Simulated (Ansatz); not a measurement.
**One shape, several levels: doublet [AlHO2]+**

We compute a comparison of 6 runs (USVWN5/STO-3G, UMP2/STO-3G, UCCSDT(Q)/STO-3G, UCCSDT/STO-3G, UCCSD/STO-3G, UCCSD(T)/STO-3G) of doublet [AlHO2]+. 

Program for the calculation: Ansatz 0.2.0.

62 further runs of the same task are left out: 8 that didn't finish, 54 set aside as unsound or not needed.

**1. The structure to begin with**

[AlHO2]+ has 4 atoms, charge +1, and is taken as a doublet. As SMILES of the parent species, `[O]=[Al][OH]`. The shape comes from GFN2-xTB, which is rough for such elements, and wasn't checked as a minimum. That shape belongs to the parent species and isn't relaxed for this state.

Bond lengths: O1–Al2 1.572 Å, Al2–O3 1.628 Å, O3–H4 0.949 Å. Angles: O1–Al2–O3 180.0°, Al2–O3–H4 179.6°.

**2. The energy at USVWN5/STO-3G (run 1)**

Contents of in.yaml:

```yaml
basis:
  gaussian:
    orbitals: STO-3G
crystal:
  periodic: [false, false, false]
  atoms:
    - {symbol: O, position_ang: [-1.605830, -1.403740, -0.651200]}
    - {symbol: Al, position_ang: [-0.474020, -0.415070, -0.191330]}
    - {symbol: O, position_ang: [0.698750, 0.609040, 0.285100]}
    - {symbol: H, position_ang: [1.381100, 1.209770, 0.557430]}
total_charge: 1
magnetization:
  spin_polarized: true
  initial_magnetization: 1
hamiltonian:
  xc: {name: SVWN5}
accuracy: high
```

Command:

```bash
$ ansatz run in.yaml --threads 1 --pin off --max-ram 2610MiB --events-out events.jsonl --progress --plain --runs-dir runs
```

Standard output:

```text
Warning: RAYON_NUM_THREADS=1 ignored (pool sized by the plan → 1); use --threads N
Functional definition: SVWN5
  name "SVWN5"
  exchange = slater_x
  correlation = vwn5_c
342 factors; integrals over basis functions are off by at most 1.7e-8 eV
mean field evaluation 1: about -10494.9908 eV, gradient 3.4e1 eV
mean field evaluation 2: about -10409.5492 eV, gradient 1.3e2 eV
mean field evaluation 4: about -10500.2985 eV, gradient 2.5e1 eV
mean field evaluation 8: about -10504.3261 eV, gradient 1.2e0 eV
mean field evaluation 16: about -10504.3221 eV, gradient 7.9e-2 eV
mean field evaluation 32: about -10504.3222 eV, gradient 2.4e-6 eV
mean field evaluation 64: about -10504.3221 eV, gradient 6.2e-2 eV
mean field evaluation 96: about -10504.3221 eV, gradient 2.5e-4 eV
mean field -10504.32216004 eV, -386.0267192962 hartree, gradient 3.7e-9 eV, S^2 0.758496; 6 other end points of the search recorded, 0 dependent functions left out
reference -10504.32216169 eV, -386.0267193570 hartree; 15, 14 occupied and 5, 6 virtual orbitals, 342 factors
Total energy: -10504.32216169 eV, -386.0267193570 hartree
```

Run time: 10 s. Hardware: 1 thread of Intel Xeon 6975P-C (Granite Rapids), shared host; peak memory 0.12 GiB.

**3. The energy at UMP2/STO-3G (run 2)**

Contents of input.yaml:

```yaml
crystal:
  periodic: [false, false, false]
  atoms:
    - {symbol: O, position_ang: [-1.605830, -1.403740, -0.651200]}
    - {symbol: Al, position_ang: [-0.474020, -0.415070, -0.191330]}
    - {symbol: O, position_ang: [0.698750, 0.609040, 0.285100]}
    - {symbol: H, position_ang: [1.381100, 1.209770, 0.557430]}
basis:
  gaussian:
    orbitals: STO-3G
total_charge: 1
magnetization:
  spin_polarized: true
  initial_magnetization: 1
correlation:
  method: mp2
  frozen_orbitals: {Al: 5, H: 0, O: 1}
accuracy: high
```

Command:

```bash
$ ansatz run input.yaml --threads 1 --pin off --max-ram 2610MiB --events-out events.jsonl --progress --plain --runs-dir runs
```

Standard output, cut to the lines that bear on the results:

```text
Warning: RAYON_NUM_THREADS=1 ignored (pool sized by the plan → 1); use --threads N
Functional definition: HF
  name "HF"
[...]
342 factors; integrals over basis functions are off by at most 1.7e-8 eV
[...]
mean field -10533.18612715 eV, -387.0874505228 hartree, gradient 6.0e-10 eV, S^2 0.759233; 4 other end points of the search recorded, 0 dependent functions left out
7 core orbitals not correlated: weight in the atoms' cores, before any rotation towards them, 1.000 or more for the frozen orbitals, at most 0.000 for the correlated occupied ones
reference -10533.18612715 eV, -387.0874505228 hartree; 8, 7 occupied and 5, 6 virtual orbitals, 342 factors
second order -2.22919059 eV of doubles, -0.00000000 eV of singles
Total energy: -10535.41531774 eV, -387.1693717660 hartree
```

Run time: 0.71 s. Hardware: 1 thread of Intel Xeon 6975P-C (Granite Rapids), shared host.

Runs 3 to 5 aren't shown in full; the table further down has their settings and results.

**4. The energy at UCCSD(T)/STO-3G (run 6)**

input.yaml, as its differences from that of step 3:

```diff
@@ -15,4 +15,6 @@
 correlation:
-  method: mp2
+  method: ccsd_t
   frozen_orbitals: {Al: 5, H: 0, O: 1}
 accuracy: high
+scf:
+  omitted_lower_state_checks: [cluster_reference, increment]
```

Command:

```bash
$ ansatz run input.yaml --threads 1 --pin off --max-ram 2610MiB --events-out events.jsonl --progress --plain --runs-dir runs
```

Standard output:

```text
Warning: RAYON_NUM_THREADS=1 ignored (pool sized by the plan → 1); use --threads N
[... 15 lines left out ...]
7 core orbitals not correlated: weight in the atoms' cores, before any rotation towards them, 1.000 or more for the frozen orbitals, at most 0.000 for the correlated occupied ones
[... 32 lines left out ...]
Total energy: -10536.17201696 eV, -387.1971799492 hartree
Checks for a lower state left out: cluster_reference, increment
```

Wall time 0.87 s (1 thread of Intel Xeon 6975P-C (Granite Rapids), shared host).

**5. Overview of the runs**

| run | level | frozen core orbitals | energy (Eh) | ⟨S²⟩ | wall time |
| --- | --- | --- | --- | --- | --- |
| 1 | USVWN5/STO-3G | – | -386.026719 | 0.758 | 10 s |
| 2 | UMP2/STO-3G | 7 | -387.169372 | 0.759 | 0.71 s |
| 3 | UCCSDT(Q)/STO-3G | 7 | -387.199511 | 0.759 | 2.3 s |
| 4 | UCCSDT/STO-3G | 7 | -387.198409 | 0.759 | 1.7 s |
| 5 | UCCSD/STO-3G | 7 | -387.186940 | 0.759 | 0.62 s |
| 6 | UCCSD(T)/STO-3G | 7 | -387.197180 | 0.759 | 0.87 s |

**6. Results**

| quantity | value |
| --- | --- |
| run 6: total energy | -387.19718 Eh |
| run 6: correlation energy (7 core orbitals frozen) | -109.7 mEh |
| run 6: (T) correction | -10.24 mEh |
| run 6: ⟨S²⟩ of the reference determinant | 0.759 |
| run 6: T1 diagnostic | 0.037 |

What this shows: In runs 1, 2, 3, 4, 5, 6 the basis is minimal, so the values are rough. All runs together took 16 s, the longest 10 s.
